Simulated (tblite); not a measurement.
# C2H4AlCl3: the cost of one run

Programs: tblite 0.8.0 and PySCF 2.14.0. All values are calculated, for the isolated system unless a continuum is named. Atoms count from 0, parts from 1.

## Step 1: Starting point

10 atoms, charge 0, multiplicity 1; geometry: rigid parts in contact. Parts: 1 = atoms 0–3, `[Cl][Al]([Cl])[Cl]`, charge 0; 2 = atoms 4–9, `C=C`, charge 0.

## Step 2: Search for minima with GFN2-xTB

Job settings and geometry (Å):

```
{"job": {"kind": "dock", "xc": "GFN2-xTB", "basis": "xTB"}, "charge": 0, "multiplicity": 1, "parts": [{"atoms": "0-3", "charge": 0, "multiplicity": 1}, {"atoms": "4-9", "charge": 0, "multiplicity": 1}]}
Cl     1.814809    -0.569184    -0.709299
Al     0.000078     0.000040     0.000089
Cl    -0.131468     1.022005     1.748947
Cl    -1.683420    -0.452861    -1.039737
C      0.634240    -3.434262     1.594206
C      0.172019    -2.334161     2.150210
H      1.635470    -3.498343     1.200183
H      0.034439    -4.325489     1.505330
H      0.771597    -1.442870     2.239668
H     -0.829283    -2.270089     2.543979
```

Level: GFN2-xTB search for minima from random contacts, gas phase.

Launch:

```console
$ OMP_NUM_THREADS=1 python cluster_run.py task.json out
```

This one command runs all jobs of the session in turn.

Q: Estimate the wall time of this first job on 1 thread of Arm Neoverse V1, shared host.

About 15 s.
